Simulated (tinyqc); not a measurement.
Inside a calculation. Method: coupled-perturbed Hartree-Fock on RHF in the sto-6g basis, for OH-, spin multiplicity 1. The basis has no diffuse functions, so it cannot describe the extra electron: this is an exercise in the method, not the real anion. One step of it, computed by the program tinyqc.

Problem. Coupled step 1. U_ai = -(mu_ai + sum_bj [4 (ai|bj) - (ab|ij) - (aj|bi)] U_bj) / (e_a - e_i); alpha = -4 sum U_ai mu_ai.

uncoupled U:
```
          i1         i2         i3        i4        i5
a6  0.002652  -0.039720  -0.964767  0.000000  0.000000
```

dipole integrals <a|z|i> (bohr):
```
           i1        i2        i3        i4        i5
a6  -0.055252  0.069918  1.061965  0.000000  0.000000
```

orbital energies (hartree): MO1 -19.666641, MO2 -0.592921, MO3 0.066616, MO4 0.232187, MO5 0.232187, MO6 1.167365

Two-electron integrals over orbitals (pq|rs), unique and non-zero (hartree):
```
(11|11) 4.762135    (21|11) -0.441481   (21|21) 0.065644    (22|11) 1.031382
(22|21) -0.016889   (22|22) 0.726987    (31|11) 0.195122    (31|21) -0.028245
(31|22) 0.011797    (31|31) 0.021602    (32|11) -0.197615   (32|21) 0.008958
(32|22) -0.036278   (32|31) 0.010281    (32|32) 0.146533    (33|11) 0.805305
(33|21) -0.008181   (33|22) 0.630430    (33|31) -0.002296   (33|32) -0.016657
(33|33) 0.651046    (41|41) 0.026706    (42|41) 0.033145    (42|42) 0.149814
(43|41) -0.013420   (43|42) -0.050964   (43|43) 0.042745    (44|11) 1.117079
(44|21) -0.011898   (44|22) 0.754542    (44|31) 0.005024    (44|32) -0.102649
(44|33) 0.622495    (44|44) 0.880663    (51|51) 0.026706    (52|51) 0.033145
(52|52) 0.149814    (53|51) -0.013420   (53|52) -0.050964   (53|53) 0.042745
(54|54) 0.047461    (55|11) 1.117079    (55|21) -0.011898   (55|22) 0.754542
(55|31) 0.005024    (55|32) -0.102649   (55|33) 0.622495    (55|44) 0.785741
(55|55) 0.880663    (61|11) 0.158687    (61|21) -0.025310   (61|22) -0.000031
(61|31) -0.003108   (61|32) -0.023121   (61|33) 0.011330    (61|44) 0.003936
(61|55) 0.003936    (61|61) 0.030562    (62|11) -0.216575   (62|21) 0.005153
(62|22) -0.106944   (62|31) -0.017437   (62|32) -0.026923   (62|33) -0.007470
(62|44) -0.112739   (62|55) -0.112739   (62|61) 0.019590    (62|62) 0.108810
(63|11) -0.278250   (63|21) 0.003884    (63|22) -0.110801   (63|31) 0.004074
(63|32) 0.120289    (63|33) -0.045667   (63|44) -0.157005   (63|55) -0.157005
(63|61) -0.009876   (63|62) 0.038420    (63|63) 0.167024    (64|41) -0.010020
(64|42) -0.039965   (64|43) -0.009229   (64|64) 0.038298    (65|51) -0.010020
(65|52) -0.039965   (65|53) -0.009229   (65|65) 0.038298    (66|11) 0.947295
(66|21) -0.010739   (66|22) 0.681291    (66|31) 0.014555    (66|32) 0.027320
(66|33) 0.643452    (66|44) 0.666275    (66|55) 0.666275    (66|61) -0.010444
(66|62) -0.087763   (66|63) -0.044028   (66|66) 0.722119
```

Give: U after step 1; polarisability.

Solution.

U after step 1:
```
       i1     i2      i3     i4     i5
a6  0.001  0.000  -1.086  0.000  0.000
```

polarisability = 4.614 bohr^3
